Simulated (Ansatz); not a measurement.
C₄H₆O, SMILES `C#COCC` from Hartree–Fock to CCSD(T)

Cartesian coordinates in Å:
```
C 0.1484 -2.7713 0.9213
C -0.1927 -1.6367 0.7301
O -0.5808 -0.4211 0.5403
C 0.2775 0.3626 -0.3180
C -0.3163 1.7373 -0.4290
H 0.4360 -3.7779 1.1010
H 0.3371 -0.1386 -1.2883
H 1.2768 0.3816 0.1264
H -1.3175 1.6943 -0.8608
H -0.3795 2.2136 0.5507
H 0.3111 2.3562 -1.0737
```

The species carries charge 0 and has multiplicity 1. The structure was optimised at the PBE0-D4/def2-TZVP level. It is one conformer, not always the lowest. Frozen core, restricted reference, Ansatz 0.2.0. CBS rows extrapolate triple and quadruple zeta; past MP2 they add the triple-zeta difference.

```json
{"basis": "def2-SVP", "HF (Eh)": "-229.56172", "MP2 corr.": "-0.71469", "CCSD corr.": "-0.75750", "(T)": "-0.02532", "CCSD(T) total": "-230.34454"}
{"basis": "def2-TZVPP", "HF (Eh)": "-229.82713", "MP2 corr.": "-0.88072", "CCSD corr.": "-0.91164", "(T)": "-0.04000", "CCSD(T) total": "-230.77877"}
{"basis": "def2-QZVPP", "HF (Eh)": "-229.83750", "MP2 corr.": "-0.94100", "CCSD corr.": "–", "(T)": "–", "CCSD(T) total": "–"}
{"basis": "CBS(def2)", "HF (Eh)": "-229.83893", "MP2 corr.": "-0.98566", "CCSD corr.": "-1.01658", "(T)": "as TZ", "CCSD(T) total": "-230.89551"}
```
